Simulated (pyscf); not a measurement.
F–Si(F)(F)–Si(F)(F)–F -> F–Si(F)(F)–F + F–Si:–F [singlet] (1,1-elimination; singlet surface; F–Si, Si–Si broken, F–Si formed). PySCF, gas phase, ωB97X-D3(BJ)/def2-SVP geometries. Rate constants from transition-state theory at the high-pressure limit, ωB97M-D3(BJ)/def2-TZVP energies (ideal gas, 1 atm, RRHO with modes under 100 cm⁻¹ raised to 100, one conformer, R ln 2 for chiral ones without a mode under 150 cm⁻¹; no tunnelling), k in s⁻¹.

| T (K) | 1000/T | log10 k |
|---|---|---|
| 298 | 3.354 | -19.09 |
| 600 | 1.667 | -2.63 |
| 900 | 1.111 | ? |
| 1200 | 0.833 | 5.53 |

Fit an Arrhenius line to the three values, give the activation energy, and predict k at 900 K.

Least squares gives log10 k = 13.66 − 9.77 × 1000/T, so Ea = 9.77 × ln 10 × 1.987 = 44.7 kcal/mol, against an electronic barrier of 45.1. At 900 K the line gives 2.80; the computed value is 2.80 (ΔG‡ = 43.1 kcal/mol), close to the line. This is the saddle that the search found; another between the same sides may lie lower.
